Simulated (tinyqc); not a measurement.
Worked calculation: Pariser-Parr-Pople SCF with singles CI, for the molecule C=CC=C[CH2-] (SMILES; centres numbered as the heavy atoms are written). Computed by tinyqc, a small Python program that keeps every step. Settings: charge = -1, gamma = Ohno, start = huckel, damping = 0, iteration cap = 82, excitations kept = 9. Command: `OMP_NUM_THREADS=1 python tinyqc.py 30420 30421 out.jsonl` (the two numbers bound the seeds that draw the settings). One thread of a shared host (Intel(R) Xeon(R) Processor @ 2.60GHz), about 0.01 s of CPU time with the checks. Later iterations appear only in the table of the cycle.

## PPP integrals

Centres (angstrom, eV; a flat drawing with bonds scaled to 1.40 angstrom):
```
centre          x          y  core charge z          W   gamma_rr
1C      -2.425000  -0.280000              1  11.160000  11.130000
2C      -1.212000   0.420000              1  11.160000  11.130000
3C       0.000000  -0.280000              1  11.160000  11.130000
4C       1.212000   0.420000              1  11.160000  11.130000
5C       2.425000  -0.280000              1  11.160000  11.130000
```

Resonance integrals (eV):
```
i  j       beta
1  2  -2.390000
2  3  -2.390000
3  4  -2.390000
4  5  -2.390000
```

Ohno: gamma = 14.399645/sqrt(R^2 + a^2), a = 2 x 14.399645/(gamma_rr + gamma_ss); H_rr = -W_r - sum_(s != r) z_s gamma_rs; H_rs = beta for bonds.

repulsion gamma_rs (eV), lower triangle:
```
           1C         2C         3C         4C         5C
1C  11.130000
2C   7.552439  11.130000
3C   5.239019   7.554960  11.130000
4C   3.670370   5.240702   7.554960  11.130000
5C   2.868686   3.670370   5.239019   7.552439  11.130000
```

core matrix H (eV), lower triangle:
```
            1C          2C          3C          4C          5C
1C  -30.490515
2C   -2.390000  -35.178471
3C    0.000000   -2.390000  -36.747958
4C    0.000000    0.000000   -2.390000  -35.178471
5C    0.000000    0.000000    0.000000   -2.390000  -30.490515
```

## Starting guess

pi electrons, sum of z_r less the charge = 6

Orbitals of the Hueckel matrix of the beta values.

P at the start, lower triangle:
```
           1C         2C         3C        4C        5C
1C   1.333333
2C   0.788675   1.000000
3C  -0.333333   0.577350   1.333333
4C  -0.211325   0.000000   0.577350  1.000000
5C   0.333333  -0.211325  -0.333333  0.788675  1.333333
```

## Iteration 1: Fock matrix

F_rr = H_rr + P_rr gamma_rr / 2 + sum_(s != r) P_ss gamma_rs; F_rs = H_rs - P_rs gamma_rs / 2; E = tr P (H + F) / 2 + core repulsion sum_(r<s) z_r z_s gamma_rs.

F (eV), lower triangle:
```
           1C         2C         3C         4C         5C
1C  -1.037431
2C  -5.368211   0.664256
3C   0.873170  -4.570929  -0.247320
4C   0.387820   0.000000  -4.570929   0.664256
5C  -0.478114   0.387820   0.873170  -5.368211  -1.037431
```

pi energy = -66.252631 eV

## Iteration 1: orbitals and new P

Diagonalise F (the basis is taken as orthonormal) and form P = 2 sum c c over the lowest orbitals.

orbital energies (eV): -7.600003  -5.735982  -2.232780  5.840921  8.734173

P after iteration 1, lower triangle:
```
           1C         2C         3C        4C        5C
1C   1.381506
2C   0.791466   0.941768
3C  -0.332835   0.571626   1.353452
4C  -0.202933   0.047459   0.571626  0.941768
5C   0.275815  -0.202933  -0.332835  0.791466  1.381506
```

## Iteration 2: Fock matrix

As before.

F (eV), lower triangle:
```
           1C         2C         3C         4C         5C
1C  -1.179282
2C  -5.378749   0.727646
3C   0.871865  -4.549307  -0.510484
4C   0.372420  -0.124360  -4.549307   0.727646
5C  -0.395613   0.372420   0.871865  -5.378749  -1.179282
```

pi energy = -66.344816 eV

## Iteration 2: orbitals and new P

As before.

orbital energies (eV): -7.714647  -5.774859  -2.366365  5.843196  8.598919

P after iteration 2, lower triangle:
```
           1C         2C         3C        4C        5C
1C   1.394619
2C   0.794308   0.920016
3C  -0.332580   0.566277   1.370731
4C  -0.195732   0.060803   0.566277  0.920016
5C   0.253832  -0.195732  -0.332580  0.794308  1.394619
```

## Convergence

Stop when output and input P, before any damping, agree to 1e-7.

Course of the cycle:
```
iteration        E (eV)  largest |P(out) - P(in)|
1          -66.25263148                  5.82e-02
2          -66.34481639                  2.20e-02
3          -66.35827222                  9.63e-03
4          -66.36070340                  4.79e-03
5          -66.36117922                  2.28e-03
6          -66.36127491                  1.06e-03
7          -66.36129432                  4.84e-04
8          -66.36129827                  2.20e-04
9          -66.36129908                  1.00e-04
10         -66.36129924                  4.53e-05
11         -66.36129928                  2.05e-05
12         -66.36129928                  9.25e-06
13         -66.36129929                  4.18e-06
14         -66.36129929                  1.89e-06
15         -66.36129929                  8.52e-07
16         -66.36129929                  3.85e-07
17         -66.36129929                  1.74e-07
18         -66.36129929                  7.84e-08
```

Converged in 18 iterations.

## Converged orbitals

Charges are z - P_rr.

orbital energies (eV): -7.736982  -5.785048  -2.429852  5.869418  8.545533

coefficients:
```
         MO1        MO2        MO3        MO4        MO5
1C  0.327674   0.539082  -0.549862  -0.457592   0.300469
2C  0.492612   0.457592   0.016503   0.539082  -0.507012
3C  0.547656   0.000000   0.628299   0.000000   0.552552
4C  0.492612  -0.457592   0.016503  -0.539082  -0.507012
5C  0.327674  -0.539082  -0.549862   0.457592   0.300469
```

pi charges: 1C -0.400656, 2C 0.095343, 3C -0.389373, 4C 0.095343, 5C -0.400656

## Singles CI, singlets

Over the 6 single excitations with the smallest orbital gaps: A = (e_a - e_i) delta + 2 (ia|jb) - (ij|ab), with (pq|rs) = sum c_mp c_mq gamma_mn c_nr c_ns. f = 2/3 w |mu|^2 in atomic units, mu = sqrt2 sum c_ia sum_m c_mi c_ma R_m.

singlet CI matrix (eV), lower triangle:
```
           3>4        3>5       2>4       1>4       2>5        1>5
3>4   4.114641
3>5   0.000000   6.007599
2>4   0.000000  -0.066683  7.007398
1>4  -0.324103   0.000000  0.000000  8.019677
2>5  -0.855987   0.000000  0.000000  0.696637  8.804815
1>5   0.000000  -0.530558  0.895644  0.000000  0.000000  10.065520
```

singlet excitation energies (eV): 3.953405  5.936747  6.770995  7.618369  9.367360  10.372775

oscillator strengths: 1.091233  0.006486  0.207881  0.024054  0.005840  0.108841

## Singles CI, triplets

Over the 6 single excitations with the smallest orbital gaps: A = (e_a - e_i) delta - (ij|ab), with (pq|rs) = sum c_mp c_mq gamma_mn c_nr c_ns.

triplet CI matrix (eV), lower triangle:
```
           3>4        3>5       2>4       1>4       2>5       1>5
3>4   1.951205
3>5   0.000000   4.247101
2>4   0.000000  -1.270051  5.078726
1>4  -0.149910   0.000000  0.000000  6.852075
2>5  -1.270051   0.000000  0.000000  1.742463  7.836914
1>5   0.000000  -0.882276  1.742463  0.000000  0.000000  8.926588
```

triplet excitation energies (eV): 1.679843  3.304128  5.052611  5.637515  9.322836  9.895676
